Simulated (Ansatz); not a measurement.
Mulliken charges of C$_{3}$H$_{5}$NO, SMILES `COC=C=N` from PBE/def2-TZVPP in Ansatz (PBE0-D4/def2-TZVP geometry).

```json
{"atom": "C1", "x (Å)": "-0.834", "y (Å)": "-0.255", "z (Å)": "1.514", "charge (e)": "-0.125"}
{"atom": "O2", "x (Å)": "-0.049", "y (Å)": "0.609", "z (Å)": "0.720", "charge (e)": "-0.231"}
{"atom": "C3", "x (Å)": "0.673", "y (Å)": "-0.060", "z (Å)": "-0.232", "charge (e)": "-0.035"}
{"atom": "C4", "x (Å)": "0.576", "y (Å)": "0.244", "z (Å)": "-1.504", "charge (e)": "-0.019"}
{"atom": "N5", "x (Å)": "0.439", "y (Å)": "0.448", "z (Å)": "-2.701", "charge (e)": "-0.156"}
{"atom": "H6", "x (Å)": "-1.323", "y (Å)": "0.363", "z (Å)": "2.267", "charge (e)": "0.110"}
{"atom": "H7", "x (Å)": "-1.592", "y (Å)": "-0.768", "z (Å)": "0.911", "charge (e)": "0.094"}
{"atom": "H8", "x (Å)": "-0.211", "y (Å)": "-1.007", "z (Å)": "2.015", "charge (e)": "0.081"}
{"atom": "H9", "x (Å)": "1.381", "y (Å)": "-0.819", "z (Å)": "0.093", "charge (e)": "0.090"}
{"atom": "H10", "x (Å)": "1.023", "y (Å)": "1.194", "z (Å)": "-3.079", "charge (e)": "0.190"}
```

By hand: the dipole of these point charges (1 e Å = 4.8032 D).

Σ q r = (0.019, -0.142, 0.024) e Å, of length 0.145 e Å = 0.70 D.

How does the dipole of the full density compare? (Estimate.)

Ansatz gave: (0.129, -0.054, 0.172) e Å, 1.06 D; the point charges give 0.66 times that, at 64° from its direction.

Point charges leave out the atoms' own dipoles, such as those of lone pairs, and Mulliken's split depends on the basis, so the two needn't agree.
